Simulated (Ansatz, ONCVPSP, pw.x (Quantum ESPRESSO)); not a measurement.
## pw.x on bcc W: one setting changed

Potential: optimised norm-conserving Vanderbilt (ONCV), ONCVPSP 4.0.1.1 (patched build), PBE; core [Kr] 4d10 4f14, reference 5s2 5p6 5d4.5 6s1.5; waves: 5s+6s: rc 2.05 bohr, ncon 4, nbas 7, qcut 4.4 1/bohr, 2 projectors; 5p: rc 1.75 bohr, ncon 5, nbas 9, qcut 9.5 1/bohr, 2 projectors, debl 1.5 Ha; 5d: rc 2.40 bohr, ncon 4, nbas 9, qcut 6.3 1/bohr, 2 projectors, debl 3.6 Ha; local part: polynomial inside 1.40 bohr (lpopt 5, dvloc0 0 Ha); core correction: Teter function, fcfact 5, rcfact 1.55. In the p channel the program set the typed energies aside and used -1.553, 0.250 Ha.

The reference run (k-mesh 14³, cutoffs 85/340 Ry, Fermi–Dirac 0.01 Ry, mixing_beta 0.4, conv_thr 1e-9, no spin) gives -2.84 GPa at 16.130 Å³/atom, where all-electron LAPW gives 0.30 GPa. This run, with its own iteration cap, changes smearing to box, a wrong or extreme entry chosen on purpose.

```
&control
  calculation='scf', prefix='x', pseudo_dir='./', outdir='./tmp', tstress=.true., disk_io='none'
/
&system
  ibrav=0, nat=1, ntyp=1, ecutwfc=85, ecutrho=340, nbnd=15,
  occupations='smearing', smearing='box', degauss=0.01
/
&electrons
  conv_thr=1e-09, mixing_beta=0.4, electron_maxstep=70
/
ATOMIC_SPECIES
W 1.0 W.UPF
CELL_PARAMETERS angstrom
  -1.59168867 1.59168867 1.59168867
  1.59168867 -1.59168867 1.59168867
  1.59168867 1.59168867 -1.59168867
ATOMIC_POSITIONS crystal
W 0.0000 0.0000 0.0000
K_POINTS automatic
14 14 14 0 0 0
```

```bash
pw.x < W.scf.in > W.scf.out
```

Task: How does the run end?

Result: It stops with "set_occupations: smearing box unknown".

```
Error in routine  set_occupations (1):
      smearing box unknown
```
